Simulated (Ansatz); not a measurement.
Molecular dynamics, step by step

BSiH$_{4}$O (SMILES OB[SiH2+]) (charge +1), singlet, PBE0-D4/def2-SVP (Ansatz 0.2.0). Settings (timestep in fs, temperature in K; T counts 15 degrees of freedom):

```yaml
hamiltonian: {xc: pbe0, dispersion: d4}
md: {n_steps: 80, timestep: 1.0, temperature: 100, ensemble: nve, seed: 594, initial_velocities: maxwell_boltzmann}
```

Start (the SMILES describes the start alone):

| atom | x (Å) | y (Å) | z (Å) |
| --- | --- | --- | --- |
| O1 | -1.4788 | 0.1770 | -0.4006 |
| B2 | -0.2889 | -0.2872 | -0.6819 |
| Si3 | 0.9921 | 0.1587 | 0.8008 |
| H4 | -2.2454 | 0.0752 | -0.9746 |
| H5 | -0.0018 | -0.8798 | -1.6591 |
| H6 | 0.5664 | 0.5025 | 2.1631 |
| H7 | 2.4564 | 0.2536 | 0.7522 |

| step | time (fs) | potential energy less the start (meV) | kinetic energy (meV) | T (K) |
| --- | --- | --- | --- | --- |
| 0 | 0.00 | 0.0 | 64.6 | 100 |
| 5 | 5.00 | -30.5 | 94.3 | 146 |
| 10 | 10.00 | -36.4 | 101.3 | 157 |
| 15 | 15.00 | 8.4 | 57.7 | 89 |
| 20 | 20.00 | 10.7 | 55.3 | 86 |
| 25 | 25.00 | -11.4 | 76.5 | 118 |
| 30 | 30.00 | -8.4 | 73.2 | 113 |
| 35 | 35.00 | -59.5 | 123.6 | 191 |
| 40 | 40.00 | -36.0 | 101.1 | 156 |
| 45 | 45.00 | -8.7 | 74.9 | 116 |
| 50 | 50.00 | -50.0 | 115.5 | 179 |
| 55 | 55.00 | -21.3 | 86.7 | 134 |
| 60 | 60.00 | -18.2 | 83.2 | 129 |
| 65 | 65.00 | -71.7 | 136.2 | 211 |
| 70 | 70.00 | -75.7 | 140.6 | 218 |
| 75 | 75.00 | -21.5 | 87.7 | 136 |
| 80 | 80.00 | -72.5 | 137.8 | 213 |

Step 10, positions (Å) and forces (eV/Å):

```tsv
atom	x	y	z	Fx	Fy	Fz
O1	-1.501	0.191	-0.391	0.240	-0.385	-0.783
B2	-0.309	-0.312	-0.726	-0.196	-0.047	0.063
Si3	1.010	0.158	0.816	0.231	0.366	0.307
H4	-2.237	0.089	-1.036	0.449	0.026	0.354
H5	0.089	-0.940	-1.702	-0.435	0.351	0.394
H6	0.500	0.507	2.190	0.093	-0.173	-0.283
H7	2.503	0.360	0.722	-0.383	-0.139	-0.051
```

Step 25, positions (Å) and forces (eV/Å):

```json
{"atom": "O1", "x": "-1.508", "y": "0.191", "z": "-0.417", "Fx": "0.662", "Fy": "0.168", "Fz": "0.728"}
{"atom": "B2", "x": "-0.332", "y": "-0.333", "z": "-0.727", "Fx": "-0.311", "Fy": "0.617", "Fz": "0.686"}
{"atom": "Si3", "x": "1.030", "y": "0.167", "z": "0.835", "Fx": "-0.294", "Fy": "-0.198", "Fz": "-0.438"}
{"atom": "H4", "x": "-2.221", "y": "0.108", "z": "-1.050", "Fx": "-0.502", "Fy": "-0.129", "Fz": "-0.504"}
{"atom": "H5", "x": "-0.118", "y": "-0.902", "z": "-1.735", "Fx": "0.530", "Fy": "-0.412", "Fz": "-0.382"}
{"atom": "H6", "x": "0.483", "y": "0.375", "z": "2.221", "Fx": "0.248", "Fy": "-0.024", "Fz": "-0.241"}
{"atom": "H7", "x": "2.505", "y": "0.403", "z": "0.652", "Fx": "-0.332", "Fy": "-0.022", "Fz": "0.150"}
```

Step 35, positions (Å) and forces (eV/Å):

```csv
atom,x,y,z,Fx,Fy,Fz
O1,-1.513,0.195,-0.430,0.019,0.135,0.226
B2,-0.327,-0.320,-0.692,-0.108,-0.149,-0.549
Si3,1.023,0.164,0.822,0.166,0.011,0.332
H4,-2.252,0.086,-1.052,0.199,-0.100,-0.041
H5,-0.012,-0.966,-1.681,0.023,0.203,0.476
H6,0.644,0.282,2.265,-0.147,-0.066,-0.191
H7,2.487,0.449,0.721,-0.151,-0.034,-0.252
```

Last step (80):

O1  (-1.560, 0.239, -0.515)
B2  (-0.374, -0.359, -0.604)
Si3  (1.056, 0.164, 0.839)
H4  (-2.249, 0.076, -1.205)
H5  (0.067, -1.166, -1.415)
H6  (1.090, -0.294, 2.273)
H7  (2.291, 0.982, 0.549)
(Å)

Hardware: 2 CPU threads of an Intel Xeon Platinum 8259CL, shared host. Wall time about 76 s.
